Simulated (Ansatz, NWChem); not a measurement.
## Worked example: the enthalpy of formation of C2H4F2 (1,1-difluoroethane)

C2H4F2 has 8 atoms, charge 0, and is taken as a singlet. SMILES: `CC(F)F`. Geometry: relaxed at PBE0-D4/def2-TZVP.

Total energies at B3LYP/6-31G* (Cartesian functions) (NWChem 7.3.0); the atoms run unrestricted:

```
species    state  energy (Eh)
 C2H4F2  singlet  -278.301298
      C  triplet   -37.846280
      F  doublet   -99.715535
      H  doublet    -0.500273
```

Harmonic wavenumbers at PBE0-D4/def2-TZVP, in cm⁻¹: 234, 384, 470, 573, 882, 957, 1155, 1159, 1169, 1384, 1386, 1434, 1477, 1477, 3072, 3075, 3160, 3162.

Measured heats of formation of the gaseous atoms at 298.15 K, in kJ/mol: C 716.9, F 79.4, H 218.0. Spin-orbit lowering of the atoms at 298 K (mean of the ground term's levels less their thermal mean, from spectra), in kJ/mol: C 0.02, F 1.29. Take 1 Eh = 2625.50 kJ/mol, 1 cm⁻¹ = 0.0119627 kJ/mol, RT = 2.479 kJ/mol.

Task: Work out the heat of formation of the gas at 298 K.

Result: 
1. Electronic atomisation energy: 2 × (-37.846280) + 2 × (-99.715535) + 4 × (-0.500273) − (-278.301298) = 1.176576 Eh = 3089.1 kJ/mol.
2. Zero-point energy: half the sum of the wavenumbers, 13305 cm⁻¹ = 159.2 kJ/mol.
3. Thermal vibrational enthalpy, Σ hcν̃/(exp(hcν̃/kT) − 1): 3.8 kJ/mol. Translation, rotation and pV of a non-linear molecule: 4 RT = 9.9 kJ/mol.
4. The 8 free atoms carry 5/2 RT each: 49.6 kJ/mol.
5. Spin-orbit coupling lowers the free atoms by 2 × 0.02 + 2 × 1.29 = 2.6 kJ/mol.
6. Atomisation enthalpy at 298 K: 3089.1 − 2.6 − 159.2 − 3.8 − 9.9 + 49.6 = 2963.2 kJ/mol.
7. Sum of the atoms' heats of formation: 2464.6 kJ/mol. Heat of formation: 2464.6 − 2963.2 = -498.6 kJ/mol.

The tabulated value is -500.5 kJ/mol (Active Thermochemical Tables), so this level is off by +1.9 kJ/mol, or 0.1 % of the atomisation enthalpy. So close a hit in a small basis owes something to errors that cancel. Anharmonicity and any spin-orbit splitting of the molecule are left out.
